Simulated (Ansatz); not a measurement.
`OC(F)(F)Cl` + NH₃ → `NC(O)(F)F` + HCl at 600 K and 1 bar (substitution at a C–Cl bond).

Calculated with Ansatz (gas phase, PBE0-D4/def2-TZVP geometries, no zero-point term in ΔE). CCSD(T)/CBS adds triple-zeta CCSD(T) − MP2 to the extrapolated MP2 energy (def2 sets, frozen cores). This one scheme is used for every species. Each species was taken in one conformer, which may not be the lowest.

```csv
species,CCSD(T)/CBS energy (Eh),H − E (kJ/mol),S (J/(mol·K))
`OC(F)(F)Cl`,-773.18536,113.8,364.4
NH₃,-56.50880,112.4,219.5
`NC(O)(F)F`,-369.33079,188.9,372.7
HCl,-460.38127,35.4,207.2
```

H − E and S are ideal-gas, rigid-rotor, harmonic terms from PBE0-D4/def2-TZVP, for one conformer and one mirror image of each species. 1 Eh = 2625.50 kJ/mol, R = 8.31446 J/(mol·K).

Task: By hand: ΔE, ΔH, ΔS and ΔG.

Result: ΔE = (-369.33079) + (-460.38127) − (-773.18536) − (-56.50880) = -0.01790 Eh = -47.0 kJ/mol. Δ(H − E) = 188.9 + 35.4 − 113.8 − 112.4 = -1.9, so ΔH = -48.9 kJ/mol. ΔS = 372.7 + 207.2 − 364.4 − 219.5 = -4.0 J/(mol·K). ΔG = -48.9 − 600 × (-4.0)/1000 = -46.5 kJ/mol.

Task: By hand: the equilibrium constant, and the temperature at which ΔG would vanish if ΔH and ΔS stayed fixed.

Result: log₁₀ K = −ΔG/(RT ln 10) = 4.0. ΔG = 0 at ΔH/ΔS = 12225 K, far beyond where these terms or the molecules hold.

The number of gas molecules stays the same, so ΔS is small and ΔH decides. A doubt of 5 kJ/mol in ΔE shifts log₁₀ K by 0.4 here. Other conformers and mirror images would add mixing entropy, several J/(mol·K) or more a flexible species. These are equilibria of isolated gas molecules and say nothing of rates. Largest T1 diagnostic: 0.011 (customary marks: 0.02 for closed shells, 0.045 for open ones).
